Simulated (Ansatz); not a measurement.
**SiHF3: vertical ionisation energy**

Aim: the vertical ionisation energy of SiHF3, as cation minus neutral at the neutral's geometry, on several levels, and how well −ε(HOMO) stands in for it.

Program: Ansatz 0.2.0, Gaussian basis. Level of theory: unrestricted cation, the program's frozen cores in correlated methods. These are calculated values, not measurements.

The runs, in order: UKS PBE-D4/def2-TZVPP; UKS r2SCAN-D4/def2-TZVPP; UKS PBE0-D4/def2-TZVPP; UKS B3LYP-D4/def2-TZVPP; UKS wB97X-V/def2-TZVPP; UKS wB97M-V/def2-TZVPP; UKS B2PLYP/def2-TZVPP; UHF-CCSD(T)/def2-TZVPP; UHF-MP2/def2-QZVPP; extrapolation to the limit; then −ε(HOMO) from the neutral's earlier runs with LDA (SPW92), PBE-D4, revPBE-D4, BLYP-D4, r2SCAN-D4, B97M-V, PBE0-D4, B3LYP-D4, r2SCANh-D4, r2SCAN0-D4, HSE06-D4, BHLYP-D4, CAM-B3LYP-D4, LC-ωPBE, ωB97X-V, ωB97M-V.

## (1) The geometry

The geometry comes from an earlier relaxation with PBE0-D4 in a triple-zeta def2 set; it is a stationary point.

5 atoms, charge 0, spin multiplicity 1.

Atoms are counted from 1 here; the program's logs count them from 0.

Bond lengths: F1–Si2 1.573 Å, Si2–F3 1.573 Å, Si2–F4 1.573 Å, Si2–H5 1.461 Å. Angles: F1–Si2–F3 108.3°, F1–Si2–F4 108.3°, F1–Si2–H5 110.7°, F3–Si2–F4 108.3°, F3–Si2–H5 110.7°, F4–Si2–H5 110.7°.

## (2) Cation, UKS PBE-D4/def2-TZVPP

Input file in.yaml:

```yaml
crystal:
  periodic: [false, false, false]
  atoms:
    - {symbol: F, position_ang: [-0.447083, -0.082184, 1.491262]}
    - {symbol: Si, position_ang: [0.040671, 0.001695, -0.001766]}
    - {symbol: F, position_ang: [-0.597060, 1.281427, -0.657249]}
    - {symbol: F, position_ang: [-0.495894, -1.263340, -0.767179]}
    - {symbol: H, position_ang: [1.499366, 0.062413, -0.065058]}
basis:
  gaussian: {orbitals: def2-TZVPP}
total_charge: 1
magnetization: {spin_polarized: true, initial_magnetization: 1}
hamiltonian: {xc: pbe, dispersion: d4}
```

The runs that follow: Cation, UKS r2SCAN-D4/def2-TZVPP; Cation, UKS PBE0-D4/def2-TZVPP; Cation, UKS B3LYP-D4/def2-TZVPP; Cation, UKS wB97X-V/def2-TZVPP; Cation, UKS wB97M-V/def2-TZVPP; Cation, UKS B2PLYP (frozen core)/def2-TZVPP; Cation, UHF-CCSD(T)/def2-TZVPP; Cation, UHF-MP2/def2-QZVPP.

Before running them: what should the planned runs give, taken together? Wanted: ionisation energy, CCSD(T)/CBS; nearest functional by difference; nearest −ε(HOMO); −ε(HOMO) of PBE; T1 of the cation.

As calculated:

```
                        quantity               value
  ionisation energy, CCSD(T)/CBS            14.64 eV
nearest functional by difference  ωB97X-V (-0.32 eV)
                nearest −ε(HOMO)  LC-ωPBE (-0.55 eV)
                 −ε(HOMO) of PBE             9.55 eV
                T1 of the cation               0.027
```

What this shows: Energy differences with functionals land within 1.17 eV of the reference. The PBE orbital energy is 5.1 eV too small: a semilocal HOMO is no ionisation energy. Among orbital estimates LC-ωPBE comes nearest. Hartree-Fock falls 0.50 eV short, as the neutral has more correlation energy than the cation. The cation may have settled in a state other than its lowest; no search over hole states beyond the program's own was made.
